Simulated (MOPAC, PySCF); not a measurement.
C₂H₅Cl, SMILES `ClCC`, neutral singlet in the gas phase. 

Z-matrix (Å, degrees):
```
C
H 1 1.0874
H 1 1.0874 2 109.04
C 1 1.5123 2 112.08 3 124.70
H 4 1.0899 1 111.03 2 178.87
H 4 1.0899 5 108.44 1 122.25
H 4 1.0932 5 108.41 6 117.51
Cl 1 1.8106 2 105.94 3 -113.62
```
Charge 0, spin multiplicity 1.

All levels are single points at this geometry (B3LYP-D3(BJ)/def2-TZVP); Pople sets use spherical d functions. Orbital energies aren't observables, and empty levels follow the basis.

```csv
level,HOMO (eV),LUMO (eV),gap (eV),dipole (D),"vertical IE, Delta-SCF (eV)"
B3LYP-D3(BJ)/def2-TZVP in PySCF,-8.05,0.47,8.53,2.12,10.93
B3LYP/6-311+G** in PySCF,-8.13,-0.06,8.07,2.26,–
BP86/6-31G* in PySCF,-6.86,-0.13,6.74,2.21,–
HF/3-21G in PySCF,-11.72,5.47,17.18,2.75,–
HF/STO-3G in PySCF,-10.15,9.80,19.94,2.54,–
PM6 in MOPAC,-10.63,0.82,11.46,2.32,–
```
